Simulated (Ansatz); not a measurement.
# CH3BCl+ (SMILES B[CH+]Cl): functionals against CCSD(T) at one geometry

One table from this session's results is given with a row withheld; the runs are named, their logs left out.

Computed with Ansatz 0.2.0, Gaussian basis. Level: single points in def2-TZVPP.

Cores are frozen in the correlated methods.

### Starting geometry

SMILES `B[CH+]Cl`, 6 atoms, charge 1, spin multiplicity 1.

Atoms are counted from 1 here; the program's logs count them from 0.

Bond lengths: B1–C2 1.475 Å, B1–H4 1.199 Å, B1–H5 1.006 Å, C2–Cl3 1.761 Å, C2–H6 1.086 Å. Angles: C2–B1–H4 129.3°, C2–B1–H5 126.7°, H4–B1–H5 103.9°, B1–C2–Cl3 136.1°, B1–C2–H6 113.4°, Cl3–C2–H6 110.6°.

Geometry (Å):

```
B    -0.5063   -0.3939   -0.4675
C     0.4711    0.3420    0.3564
Cl    2.1736    0.1618    0.7683
H    -1.3502   -1.1755   -0.1287
H    -0.6313   -0.3198   -1.4631
H     0.0571    1.2303    0.8251
```

Set-up of the first run:

Contents of run/in.yaml:

```yaml
crystal:
  periodic: [false, false, false]
  atoms:
    - {symbol: B, position_ang: [-0.506300, -0.393900, -0.467500]}
    - {symbol: C, position_ang: [0.471100, 0.342000, 0.356400]}
    - {symbol: Cl, position_ang: [2.173600, 0.161800, 0.768300]}
    - {symbol: H, position_ang: [-1.350200, -1.175500, -0.128700]}
    - {symbol: H, position_ang: [-0.631300, -0.319800, -1.463100]}
    - {symbol: H, position_ang: [0.057100, 1.230300, 0.825100]}
basis:
  gaussian: {orbitals: def2-TZVPP}
total_charge: 1
correlation: {method: ccsd_t}
output: {forces: true}
```

The command line of these runs was not kept.

Among the steps run: CCSD(T)/def2-TZVPP; PBE0-D4/def2-TZVPP; wB97M-V/def2-TZVPP; r2SCAN-D4/def2-TZVPP; PBE-D4/def2-TZVPP; CAM-B3LYP-D4/def2-TZVPP; LC-wPBE/def2-TZVPP.

One of the session's tables, all rows but one given; the rest of the session is left out.

| method | RMS force component (eV/Å) | angle to CCSD(T) forces (°) |
| --- | --- | --- |
| CCSD(T) | 2.601 | reference |
| PBE0-D4 | 2.654 | 6.7 |
| wB97M-V | 2.574 | 3.8 |
| r2SCAN-D4 | ? | ? |
| PBE-D4 | 2.612 | 11.0 |
| CAM-B3LYP-D4 | 2.585 | 5.0 |
| LC-wPBE | 2.717 | 5.3 |

Estimate the missing values for r2SCAN-D4.

As computed: RMS force component (eV/Å): 2.602; angle to CCSD(T) forces (°): 8.6. In the column «RMS force component (eV/Å)» it lies between CCSD(T) (2.601) and PBE-D4 (2.612).
